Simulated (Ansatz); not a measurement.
# BH2F (SMILES BF) at CAM-B3LYP/cc-pVTZ

What is the energy change on altering one bond length of BH2F at CAM-B3LYP/cc-pVTZ? 

The results are computed with Ansatz 0.2.0.

48 further runs of the same task are left out: 48 set aside as unsound or not needed.

## 1. The system as given

The species is BH2F (4 atoms), meant as a singlet with charge 0. SMILES: `BF`. Geometry: relaxed at PBE0-D4/def2-TZVP.

Bond lengths: B1–F2 1.317 Å, B1–H3 1.197 Å, B1–H4 1.198 Å. Angles: F2–B1–H3 117.8°, F2–B1–H4 117.8°, H3–B1–H4 124.4°.

## 2. A single-point energy at CAM-B3LYP/cc-pVTZ

The input, molecule.yaml:

```yaml
crystal:
  periodic: [false, false, false]
  atoms:
    - {symbol: B, position_ang: [-0.027300, -0.004000, -0.030800]}
    - {symbol: F, position_ang: [1.061200, -0.296700, 0.649900]}
    - {symbol: H, position_ang: [-1.012500, -0.649100, 0.186200]}
    - {symbol: H, position_ang: [0.034200, 0.889600, -0.825600]}
basis:
  gaussian: {orbitals: cc-pVTZ}
hamiltonian: {xc: {name: CAM-B3LYP}}
accuracy: high
output: {orbitals: {seedname: orbitals}}
```

Started as:

```console
$ ansatz run molecule.yaml --threads 1 --pin off --max-ram 3480MiB --events-out events.jsonl --progress --plain --runs-dir runs
```

Log:

```text
Warning: RAYON_NUM_THREADS=1 ignored (pool sized by the plan → 1); use --threads N
Functional definition: CAM-B3LYP
  name "CAM-B3LYP"
  parameter alpha = 0.19
  parameter beta = 0.46
  parameter omega = 0.33/bohr
  parameter ac = 0.81
  exchange = (1 - alpha - beta)*b88_x + beta*b88_x_sr(omega) + alpha*exact_x + beta*exact_x_lr(omega)
  correlation = (1 - ac)*vwn5_c + ac*lyp_c
1444 factors; integrals over basis functions are off by at most 3.0e-9 eV
261 factors; integrals over basis functions are off by at most 1.8e-9 eV
mean field evaluation 1: about -3425.8538 eV, gradient 2.6e1 eV
mean field evaluation 2: about -3425.4003 eV, gradient 3.4e1 eV
mean field evaluation 4: about -3426.8333 eV, gradient 5.0e-1 eV
mean field evaluation 8: about -3426.8324 eV, gradient 8.6e-3 eV
mean field evaluation 16: about -3426.8324 eV, gradient 1.0e-7 eV
mean field -3426.83240725 eV, -125.9337681759 hartree, gradient 2.9e-8 eV, S^2 0.000000; 0 other end points of the search recorded, 0 dependent functions left out
reference -3426.83242265 eV, -125.9337687418 hartree; 8, 8 occupied and 80, 80 virtual orbitals, 1444 factors
Total energy: -3426.83242265 eV, -125.9337687418 hartree
```

Run time: 3 s. Hardware: 1 thread of Arm Neoverse V1, shared host; peak memory 0.19 GiB.

## 3. The distorted shape at the same level

The input, run.yaml:

```yaml
crystal:
  periodic: [false, false, false]
  atoms:
    - {symbol: B, position_ang: [0.120516, 0.092789, -0.063358]}
    - {symbol: F, position_ang: [1.209016, -0.199911, 0.617342]}
    - {symbol: H, position_ang: [-1.012500, -0.649100, 0.186200]}
    - {symbol: H, position_ang: [0.182016, 0.986389, -0.858158]}
basis:
  gaussian: {orbitals: cc-pVTZ}
hamiltonian: {xc: {name: CAM-B3LYP}}
accuracy: high
output: {orbitals: {seedname: orbitals}}
```

Started as:

```console
$ ansatz run run.yaml --threads 1 --pin off --max-ram 3480MiB --events-out events.jsonl --progress --plain --runs-dir runs
```

Log:

```text
Warning: RAYON_NUM_THREADS=1 ignored (pool sized by the plan → 1); use --threads N
Functional definition: CAM-B3LYP
  name "CAM-B3LYP"
  parameter alpha = 0.19
  parameter beta = 0.46
  parameter omega = 0.33/bohr
  parameter ac = 0.81
  exchange = (1 - alpha - beta)*b88_x + beta*b88_x_sr(omega) + alpha*exact_x + beta*exact_x_lr(omega)
  correlation = (1 - ac)*vwn5_c + ac*lyp_c
1435 factors; integrals over basis functions are off by at most 2.8e-9 eV
264 factors; integrals over basis functions are off by at most 1.9e-9 eV
mean field evaluation 1: about -3425.5334 eV, gradient 2.7e1 eV
mean field evaluation 2: about -3424.9708 eV, gradient 3.6e1 eV
mean field evaluation 4: about -3426.5229 eV, gradient 4.6e-1 eV
mean field evaluation 8: about -3426.5219 eV, gradient 1.3e-3 eV
mean field evaluation 16: about -3426.5219 eV, gradient 1.8e-7 eV
mean field -3426.52191753 eV, -125.9223578892 hartree, gradient 4.6e-8 eV, S^2 0.000000; 0 other end points of the search recorded, 0 dependent functions left out
reference -3426.52193294 eV, -125.9223584556 hartree; 8, 8 occupied and 80, 80 virtual orbitals, 1435 factors
Total energy: -3426.52193294 eV, -125.9223584556 hartree
```

Run time: 2.9 s. Hardware: 1 thread of Arm Neoverse V1, shared host; peak memory 0.19 GiB.

## 4. Summary of results

At CAM-B3LYP/cc-pVTZ:

```
                                                         quantity          value
                                        first shape: total energy  -125.93377 Eh
                                         first shape: HOMO energy      -10.84 eV
                                         first shape: LUMO energy       -0.03 eV
                                       first shape: HOMO–LUMO gap       10.81 eV
                                    distorted shape: total energy  -125.92236 Eh
                                     distorted shape: HOMO energy      -10.56 eV
                                     distorted shape: LUMO energy       -0.09 eV
                                   distorted shape: HOMO–LUMO gap       10.47 eV
energy change with the B1–H3 bond stretched from 1.197 to 1.377 Å       0.310 eV
```

**Reading.** With the B1–H3 bond stretched from 1.197 to 1.377 Å the energy rises by 0.31 eV (30.0 kJ/mol). The first shape isn't relaxed at this level, so the change isn't measured from a minimum.
